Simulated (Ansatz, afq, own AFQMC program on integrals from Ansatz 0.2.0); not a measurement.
# CH₄Si, singlet: AFQMC among the cluster methods

| atom | x (Å) | y (Å) | z (Å) |
| --- | --- | --- | --- |
| Si | 0.0000 | 0.0360 | 0.5879 |
| C | 0.0000 | -0.1440 | -1.4793 |
| H | 0.0000 | 1.3537 | 1.2887 |
| H | 1.2153 | -0.7298 | 0.9885 |
| H | -1.2153 | -0.7298 | 0.9885 |
| H | 0.0000 | 0.8200 | -2.0195 |

Connectivity, by distances: SiH3–CH.

Basis 6-31G. Only valence electrons are correlated. Ansatz 0.2.0 and our own AFQMC program on the same integrals; the CISD trial comes from CCSD amplitudes, and released means the phaseless constraint is let go. Free AFQMC starts from the CCSD state and is never constrained. Its projection time is finite, and what remains of the start isn't in its error. Uncertainties: one standard error, sampling alone.

Determinant: RHF, the one that the program's search chose, which needn't be the lowest solution. The geometry is a point of a scan.

No full CI on the walks' own integrals is used here; CCSDT(Q) serves as the reference and is uncertain by about the last step of the cluster series.

Cautions: higher spins were not checked; restricted determinant unstable towards unrestricted (UHF 636 meV lower, ⟨S²⟩ 0.81); CCSDT(Q) on the UHF determinant differs (729 meV lower), perhaps since the unrestricted series falls towards higher spin.

```
T1 diagnostic                               : 0.0139
weight of the determinant in the CISD state : 0.882
size of the correlated space                : 12 electrons in 24 orbitals
```

```tsv
level	correlation energy (eV)
MP2	-3.2826
CCSD	-4.3402
CCSD(T)	-4.4342
```

(1) Estimate where phaseless AFQMC with a CISD trial lies against CCSD(T) on the same integrals.

(1) 3.1 ± 0.7 kJ/mol below CCSD(T).

Reference: CCSDT(Q), correlation energy -4.467 eV. The released energy is read at 2.40 1/Eh (meV from the phaseless value at times in 1/Eh: -2 ± 9 at 0.24, 1 ± 7 at 0.51, 1 ± 8 at 0.99, 11 ± 9 at 1.62, 0 ± 11 at 2.40).

```csv
level,E − E(reference) (kJ/mol),share of correlation (%)
CCSD(T),3.2,99.26
CCSDT,0.6,99.86
ph-AFQMC/CISD,0.0 ± 0.7,99.99
released AFQMC,0.0 ± 1.0,100.00
free AFQMC,1.3 ± 0.7,99.70
```

Free projections are given only where their last times agree within the noise and don't stop above the reference; a slow remainder of the start can still hide under it. A walk keeps the symmetry of its determinant, which the program's search chose and which needn't be the lowest solution, so a lower state of the same spin and another symmetry isn't excluded. Released energies are given only where the last usable release times agree within the noise; a slower fall can still hide under it.
